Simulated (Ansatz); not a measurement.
```yaml
crystal:
  periodic: [false, false, false]
  atoms:
    - {symbol: F, position_ang: [0.630725, -0.695711, 2.275063]}
    - {symbol: C, position_ang: [0.235387, -0.226190, 1.122006]}
    - {symbol: C, position_ang: [0.624341, -0.464549, -0.127103]}
    - {symbol: C, position_ang: [-0.442538, 0.355340, -0.776507]}
    - {symbol: F, position_ang: [-0.021799, 1.382118, -1.557050]}
    - {symbol: S, position_ang: [-1.108280, 0.882562, 0.887375]}
    - {symbol: H, position_ang: [1.387044, -1.090273, -0.564283]}
    - {symbol: H, position_ang: [-1.212780, -0.200498, -1.315200]}
basis:
  gaussian: {orbitals: pcseg-2, final_grid: {core_spheres: 20, valence_spheres: 16, degree: 47}}
hamiltonian: {xc: {name: HF}}
correlation: {method: mp2, frozen_orbitals: {F: 0}}
```

```sh
$ ansatz run in.yaml --threads 4 --pin off --events-out ev --progress --plain --max-ram 10444MiB
```

Q: How does Ansatz answer? (An estimate is asked.)

A: Computed: The program refused the input.
```
Functional definition: HF
Error: "frozen_orbitals" has no count for C
```
